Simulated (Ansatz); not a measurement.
The end point of a relaxation of Rh. Space group Fm-3m (No. 225), fcc (Cu type). Calculation: PBEsol (plane waves to 420 eV, PAW, scalar-relativistic; Ansatz, a first-principles code).

```xyz
1
Lattice="0.0000 1.8901 1.8901 1.8901 0.0000 1.8901 1.8901 1.8901 0.0000" Properties=species:S:1:pos:R:3 pbc="T T T"
Rh     1.8901     1.8901     1.8901
```

| Property | Value |
|---|---|
| Volume per atom | 13.50 Å³ |
| Band gap | zero (metallic) |
| Shortest distances | Rh–Rh 2.67 Å |
| k-mesh | 21×21×21 |

No spin polarisation in the result.

Measured for Rh: a 3.794 Å (static lattice; corrected from measurement; as listed in Daniel Mejia-Rodriguez, S. B. Trickey, Phys. Rev. B (2018)). Computed minus measured — a: PBEsol -0.4 %. The computed values are for a static lattice.

The run could not lose the symmetry of its start.
